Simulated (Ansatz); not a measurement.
## ClFSi, SMILES F[Si]Cl: a composite energy at a relaxed geometry

Program: the Ansatz DFT code, driven from Python.

`clfsi.py`
```python
"""A composite energy for ClFSi: DFT geometry, MP2 basis limit, coupled-cluster correction."""

from dataclasses import dataclass
import itertools
import warnings

import ansatz as az
from ase.data import atomic_numbers, covalent_radii
import numpy as np


@dataclass(frozen=True)
class Options:
    basis_set: str = "def2-SVP"
    xc: str = "b3lyp"


opts = Options()

GEOMETRY = """
F     0.64010   -1.34900    0.19540
Si   -0.56500   -0.32280   -0.34130
Cl   -0.08610    1.60700    0.13260
"""

warnings.simplefilter("ignore", az.DeckWarning)

mol = az.Crystal.molecule()
for line in GEOMETRY.strip().splitlines():
    symbol, *xyz = line.split()
    mol = mol.atom(symbol, [float(v) for v in xyz])

job = mol.calculation().basis(gaussian=opts.basis_set).functional(opts.xc)
symbols = [site.symbol for site in mol.cartesian_sites]
start = np.array([site.position_ang for site in mol.cartesian_sites], dtype=float)
r = job.relax(force_tolerance=0.01, max_steps=100).run(threads=1, backend="cpu").report
end = np.array(r["positions_ang"])
# pairs closer than 1.2 times the sum of covalent radii, before or after
radius = [covalent_radii[atomic_numbers[s]] for s in symbols]
span = lambda where, i, j: np.linalg.norm(where[i] - where[j])
bonded = [(i, j) for i, j in itertools.combinations(range(len(symbols)), 2) if min(span(start, i, j), span(end, i, j)) < 1.2 * (radius[i] + radius[j])]
print("pair        before    after (A)")
for i, j in bonded:
    print(f"{symbols[i]}{i}-{symbols[j]}{j}".ljust(10), f"{span(start, i, j):8.4f} {span(end, i, j):8.4f}")

minimum = az.Crystal.molecule()
for symbol, place in zip(symbols, end):
    minimum = minimum.atom(symbol, place.tolist())
at_minimum = minimum.calculation()
# MP2 extrapolated to the basis limit, plus the small-basis difference CCSD(T) - MP2
level = lambda method, basis: at_minimum.basis(gaussian=basis).correlation(method).run(threads=1, backend="cpu").report
small, large, cluster = level("mp2", "cc-pVDZ"), level("mp2", "cc-pVTZ"), level("ccsd_t", "cc-pVDZ")
corr = lambda each: (each["free_energy_ev"] - each["reference_energy_ev"]) / 27.211386246
mp2_limit = (27 * corr(large) - 8 * corr(small)) / 19
pieces = {"HF / cc-pVTZ": large["reference_energy_ev"] / 27.211386246, "MP2 correlation, DZ-TZ limit": mp2_limit, "CCSD(T) - MP2 / cc-pVDZ": corr(cluster) - corr(small)}
for name, value in pieces.items():
    print(f"{name:32s} {value:14.6f} Ha")
print(f"{'sum':32s} {sum(pieces.values()):14.6f} Ha")
print("T1 diagnostic", round(cluster["correlation"]["coupled_cluster"]["t1_diagnostic"], 4))
```

`python clfsi.py` gives:
```text
pair        before    after (A)
F0-Si1       1.6713   1.6331
Si1-Cl2      2.0440   2.1049
HF / cc-pVTZ                        -848.024412 Ha
MP2 correlation, DZ-TZ limit          -0.593597 Ha
CCSD(T) - MP2 / cc-pVDZ               -0.032765 Ha
sum                                 -848.650774 Ha
T1 diagnostic 0.0152
```

Notes:
- Total energies depend on the basis set; only differences at equal settings carry meaning.
- The sum leaves out core correlation, relativity, the Hartree-Fock basis error and zero-point energy; a DZ-TZ extrapolation is rough.
- b3lyp holds the VWN-RPA fit, as in Gaussian; the form of ORCA and Turbomole is b3lyp5.
- Inner cores stay frozen, so this is valence correlation.
- For Al to Cl the sets with a tight d function, cc-pV(X+d)Z, are usual.
- An extrapolation from small basis sets is rough.
- It ran for 8.9 s on 1 thread of Arm Neoverse V1 (shared host), peak memory 0.22 GiB.
